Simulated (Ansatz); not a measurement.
Cost and result up the ladder for AlH2(OMe) (CH₅AlO) (8 atoms). The state is a singlet with charge 0. Geometry: r2SCAN-D4/def2-TZVP.

```
atom    x (Å)    y (Å)    z (Å)
 Al1  -0.8544  -1.4339  -0.2473
  H2  -1.8763  -1.5046  -1.4522
  H3  -0.5930  -2.6469   0.7330
  O4  -0.0216  -0.0222   0.0016
  C5   0.6892   1.1552   0.1986
  H6   1.6828   0.9458   0.6108
  H7   0.1600   1.8082   0.9007
  H8   0.8133   1.6984  -0.7452
```

Ansatz on 4 threads of Intel Xeon 6975P-C on a shared host. Times are rough, and most runs start from the orbitals of an earlier one. ωB97M-V/def2-TZVP serves as the yardstick here, not as an exact answer. Differences are given only for rows in sets of like size (and for xTB, whose basis is part of the method), since another set adds its own error. Binding counts from free atoms at the same level (Al doublet, H doublet, O triplet, C triplet; other spins of the atoms weren't run), without zero-point energy or a counterpoise term.

Correlated methods freeze 7 core orbitals.

Correlated methods converge slowly with the basis.

```tsv
level	functions	binding energy per atom (eV)	difference from ωB97M-V/def2-TZVP (eV)
CCSD(T)/def2-TZVPP	174	3.41	-0.08
HF/def2-TZVP	129	2.58	-0.91
PBE0-D4/def2-TZVP	129	3.45	-0.04
LDA (SPW92)/def2-TZVP (with forces)	129	3.92	0.43
HF/STO-3G	24	3.30	–
PBE-D4/def2-SVP	71	3.52	–
B97M-V/def2-TZVP	129	3.51	0.02
r2SCAN-D4/def2-TZVP	129	3.49	0.00
BLYP-D4/def2-TZVP	129	3.47	-0.02
ωB97M-V/def2-TZVP	129	3.49	0.00
PBE0-D4/def2-SVP	71	3.47	–
PBE-D4/def2-TZVP	129	3.50	0.01
MP2/def2-TZVP	129	3.40	-0.09
r2SCANh-D4/def2-TZVP	129	3.47	-0.02
```

Estimate how long each takes.

HF/STO-3G 0.05 s; HF/def2-TZVP 0.25 s; PBE-D4/def2-SVP 0.25 s; PBE0-D4/def2-SVP 0.25 s; MP2/def2-TZVP 0.35 s; LDA (SPW92)/def2-TZVP (with forces) 0.4 s; PBE-D4/def2-TZVP 0.45 s; BLYP-D4/def2-TZVP 0.45 s; PBE0-D4/def2-TZVP 0.6 s; r2SCAN-D4/def2-TZVP 0.75 s; r2SCANh-D4/def2-TZVP 0.8 s; B97M-V/def2-TZVP 1.2 s; ωB97M-V/def2-TZVP 1.2 s; CCSD(T)/def2-TZVPP 4.6 s. On shared hardware such times vary by a factor of up to 3.
